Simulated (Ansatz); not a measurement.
**Si₂H₃Cl (SMILES [SiH2]=[SiH]Cl): one structure at several levels**

An exercise on one series of results from a longer session: the logs are not shown, and one member is left open.

Program: Ansatz 0.2.0, Gaussian basis. Level of theory: single points in def2-TZVPP. These are calculated values, not measurements.

Cores are frozen in the correlated methods.

**Where the work starts**

SMILES `[SiH2]=[SiH]Cl`, 6 atoms, charge 0, spin multiplicity 1.

Atoms are counted from 1 here; the program's logs count them from 0.

Bond lengths: Si1–Si2 2.203 Å, Si1–H4 1.474 Å, Si1–H5 1.479 Å, Si2–Cl3 2.056 Å, Si2–H6 1.463 Å. Angles: Si2–Si1–H4 112.8°, Si2–Si1–H5 121.5°, H4–Si1–H5 103.2°, Si1–Si2–Cl3 116.5°, Si1–Si2–H6 117.3°, Cl3–Si2–H6 100.3°.

Geometry (Å):

```
Si   -0.49310    0.34950   -0.97610
Si    0.31330   -0.47890    0.89950
Cl    1.88400    0.53690    1.75210
H    -1.71720   -0.33910   -1.42360
H    -0.84630    1.78040   -1.09970
H     0.87130   -1.83050    0.85220
```

The first run:

Input file run/in.yaml:

```yaml
crystal:
  periodic: [false, false, false]
  atoms:
    - {symbol: Si, position_ang: [-0.493100, 0.349500, -0.976100]}
    - {symbol: Si, position_ang: [0.313300, -0.478900, 0.899500]}
    - {symbol: Cl, position_ang: [1.884000, 0.536900, 1.752100]}
    - {symbol: H, position_ang: [-1.717200, -0.339100, -1.423600]}
    - {symbol: H, position_ang: [-0.846300, 1.780400, -1.099700]}
    - {symbol: H, position_ang: [0.871300, -1.830500, 0.852200]}
basis:
  gaussian: {orbitals: def2-TZVPP}
correlation: {method: ccsd_t}
output: {forces: true}
```

The command line of these runs was not kept.

Among the steps run: CCSD(T)/def2-TZVPP; PBE0-D4/def2-TZVPP; wB97M-V/def2-TZVPP; r2SCAN-D4/def2-TZVPP; PBE-D4/def2-TZVPP; CAM-B3LYP-D4/def2-TZVPP; revPBE-D4/def2-TZVPP.

One table of the session follows, with a row left open; its other results are not shown here.

```
      method  RMS force component (eV/Å)  angle to CCSD(T) forces (°)  dipole (D)
     CCSD(T)                       0.263                    reference        1.08
     PBE0-D4                       0.251                         31.7        1.07
     wB97M-V                       0.219                         34.8        1.08
   r2SCAN-D4                           ?                            ?           ?
      PBE-D4                       0.294                         37.0        0.92
CAM-B3LYP-D4                       0.230                         32.3        1.15
   revPBE-D4                       0.308                         37.2        0.90
```

Estimate the missing values for r2SCAN-D4.

**Answer.** RMS force component (eV/Å): 0.250; angle to CCSD(T) forces (°): 25.2; dipole (D): 0.98. In the column «RMS force component (eV/Å)» it lies between CAM-B3LYP-D4 (0.230) and PBE0-D4 (0.251).
